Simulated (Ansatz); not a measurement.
## Worked example: correlation energy of PH⁺, doublet

Geometry: that of the PH, triplet, kept fixed.

```yaml
atoms:
  - { symbol: P, position_ang: [0.0000, 0.0000, 0.0000] }
  - { symbol: H, position_ang: [0.0000, 0.0000, 1.4282] }
```

Basis cc-pVTZ; Ansatz 0.2.0. Only valence electrons are correlated (noble-gas cores frozen), which leaves 5 electrons in 43 orbitals. Prefix R: restricted or restricted open-shell reference; prefix U: unrestricted.

Full CI is exact within this basis and frozen core; it isn't the basis-set limit. The frozen core follows each run's orbitals, which can shift R against U totals by a few meV.

Runs differ by some tens of microhartree through their thresholds and, for an open shell, their frozen cores, so steps under 0.1 kcal/mol mean nothing.

```csv
level,total energy (hartree)
UHF,-340.942719
UMP2,-341.032126
UCCSD,-341.058076
UCCSD(T),-341.061190
UCCSDT,-341.061958
UCCSDT(Q),-341.062033
full CI,-341.062003
```

**Question.** What is the correlation energy at full CI, and what share of it do UMP2 and UCCSD recover?

**Answer.** E(corr) = -341.062003 − (-340.942719) = -0.119284 hartree = -3.246 eV. UMP2: -0.089407 / -0.119284 = 74.95 %. UCCSD: -0.115357 / -0.119284 = 96.71 %.

**Question.** By how many kcal/mol does UCCSD(T) miss full CI (1 hartree = 627.509 kcal/mol), and which steps make up the rest?

**Answer.** -341.061190 − (-341.062003) = 0.000813 hartree = 0.51 kcal/mol. Steps: UCCSDT − UCCSD(T) = -0.48, UCCSDT(Q) − UCCSDT = -0.05, full CI − UCCSDT(Q) = 0.02 kcal/mol. That is within 1 kcal/mol of the reference in this basis, which itself misses far more of the correlation at the basis-set limit.
